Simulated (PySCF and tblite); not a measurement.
## C3H4F2, numbered as in [F:1]/[CH:2]=[CH:3]/[CH2:4][F:5]: conformational analysis

Level: PBE0-D3(BJ)/def2-TZVP (IEF-PCM, cyclohexane)//GFN2-xTB, thermal terms from GFN2-xTB, symmetry numbers and mirror pairs counted. Conformers within 3 kcal/mol (GFN2-xTB free energy) were kept, 6 at most. GIAO shieldings: wB97X-D/pcSseg-1 (IEF-PCM, cyclohexane). Couplings: B3LYP/pcJ-1. TDDFT excitations: CAM-B3LYP/def2-SVPD (IEF-PCM, cyclohexane). Couplings are for ¹³C, ¹⁹F, ¹H. Shifts are against TMS (¹H), TMS (¹³C) at the same level. Run with PySCF (density fitting) and tblite.

Torsions listed: C2–C3–C4–F5. Of a mirror pair one member is shown.

```json
{"conformer": "1", "shape": "123°", "symmetry": "C1 (pair)", "E(GFN2) kcal/mol": "1.15", "E(DFT) kcal/mol": "0.00", "G(298.15 K) kcal/mol": "0.00", "weight %": "84.7", "dipole D": "1.89"}
{"conformer": "2", "shape": "0°", "symmetry": "Cs", "E(GFN2) kcal/mol": "0.00", "E(DFT) kcal/mol": "0.60", "G(298.15 K) kcal/mol": "1.01", "weight %": "15.3", "dipole D": "1.85"}
```

Weights (%) against temperature:

```tsv
T (K)	1	2	S(mix) cal/mol/K
220	89.3	10.7	1.91
260	86.8	13.2	1.97
298.15	84.7	15.3	2.02
340	82.8	17.2	2.05
380	81.1	18.9	2.08
```

Averaged shifts at 298.15 K. ¹H: 7.14 (H2, 1H), 6.01 (H3, 1H), 5.25 (H4, 2H) ppm. ¹³C: 163.8 (C2), 116.7 (C3), 82.4 (C4) ppm.

Averaged couplings (Hz): ¹J(F1,C2) -336.9, ²J(F1,C3) 9.6, ³J(F1,C4) 11.3, ²J(F1,H2) 85.2, ³J(F1,H3) 16.1, ⁴J(F1,H4) 4.0, ¹J(C2,C3) 99.5, ³J(C2,F5) 14.3, ¹J(C2,H2) 203.3, ²J(C2,H3) -6.8, ³J(C2,H4) 7.6, ¹J(C3,C4) 53.0, ²J(C3,F5) 17.1, ²J(H2,C3) 14.0, ¹J(C3,H3) 165.7, ²J(C3,H4) -2.8, ¹J(C4,F5) -224.9, ³J(H2,C4) 3.6, ²J(H3,C4) 0.6, ¹J(C4,H4) 154.9, ⁴J(H2,F5) -5.7, ³J(H3,F5) 11.7, ²J(H4,F5) 52.7, ³J(H2,H3) 12.3, ⁴J(H2,H4) -1.7, ³J(H3,H4) 7.6, ²J(H4,H4) -10.9. Computed couplings to fluorine can be off by tens of per cent at such levels.

Coordinates of conformer 1 (Å):

```xyz
9

F     2.557   -0.262   -0.017
C     1.326    0.242   -0.163
C     0.251   -0.432    0.194
C    -1.132    0.113    0.058
F    -1.902   -0.726   -0.714
H     1.345    1.243   -0.573
H     0.338   -1.435    0.585
H    -1.630    0.170    1.034
H    -1.140    1.093   -0.429
```

Coordinates of conformer 2 (Å):

```xyz
9

F     2.553    0.193    0.032
C     1.304   -0.285   -0.054
C     0.254    0.500    0.087
C    -1.154    0.015   -0.001
F    -1.218   -1.333   -0.240
H     1.280   -1.347   -0.245
H     0.372    1.556    0.278
H    -1.690    0.198    0.939
H    -1.688    0.510   -0.822
```

The minima are those of GFN2-xTB; planar forms about aryl–S or allylic bonds may be saddles in DFT. Shifts are unscaled: against experiment ¹³C can be off by 15 ppm or more and ¹H by 0.8 ppm.

Search and properties took 2 min on 1 thread of Arm Neoverse V1, on a host shared with other jobs (rough), launched as `OMP_NUM_THREADS=1 python ens_run.py task.json out`.
